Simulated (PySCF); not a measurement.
## How the method changes the constants of LiS⁺

State: ³Σ⁻ (triplet), unpaired electrons π ↑↑. Set-up: PySCF, no relativity, basis sets Li def2-SVP, S def2-SVP. De refers to Li⁺ + S in their high-spin ground configurations, without counterpoise correction. The functionals are run spin-unrestricted. A positive dipole points towards S; it is taken about the centre of mass and depends on that origin.

```
      Level  Re (Å)  ωe (cm⁻¹)  De (eV)  μ (D)
        UHF   2.545        312     0.80  -8.41
    UHF-MP2   2.543        311     0.83    n/a
UHF-SCS-MP2   2.546        310     0.83    n/a
   UHF-CCSD   2.542        311     0.84    n/a
UHF-CCSD(T)   2.543        311     0.85    n/a
        PBE   2.515        317     0.93  -7.99
     r²SCAN   2.550        302     0.79  -8.34
      M06-L   2.570        275     0.75  -8.54
    r²SCANh   2.543        305     0.80  -8.33
       PBE0   2.508        320     0.88  -8.08
    LC-ωPBE   2.500        324     0.84  -8.15
     B2PLYP   2.510        322     0.90  -8.12
```

(1) Which functional lies closest to UHF-CCSD(T) in De, which farthest, and by how much do they differ from it?

(2) What does a quarter of exact exchange do here, going from PBE to PBE0?

(3) What does second-order correlation do here, going from UHF to UHF-MP2?

Correlated steps freeze 5 core orbitals. Correlated levels converge slowly with the basis: in double zeta they bind strong bonds too weakly, by up to about 1 eV, and carry superposition errors of some tenths. For an ion De counts to the pair picked by the measured ionisation energies or electron affinities, which need not be the lowest pair at this level. B2PLYP dipoles, levels and charges come from its SCF part alone. The state was picked by a PBE0 search and need not be the measured ground state.

The whole job (state search and all levels along the bond) took about 0.45 min on 1 thread of Intel Xeon 6975P-C (shared host), peak memory 0.35 GiB.

## Answers

(1) Closest is LC-ωPBE (-4.3 pm in Re, +4.2 % in ωe, -0.01 eV in De against UHF-CCSD(T) in the same basis), farthest M06-L (+2.7 pm in Re, -11.6 % in ωe, -0.10 eV in De). CCSD(T) converges more slowly with the basis than the functionals do and binds too weakly in this one, so the order can change at the basis-set limit.

(2) PBE0 less PBE: -0.7 pm in Re, +0.9 % in ωe, -0.05 eV in De. Exact exchange removes part of the self-interaction that spreads semilocal densities, and in most molecules shortens and stiffens the bond and lowers De; so it does here.

(3) UHF-MP2 less UHF: -0.2 pm in Re, -0.3 % in ωe, +0.03 eV in De. Correlation nearly always deepens the well. The bond shortens, as in weak, metallic or heavy-atom bonds, where dispersion and the correlation of outer-core electrons pull the atoms together.
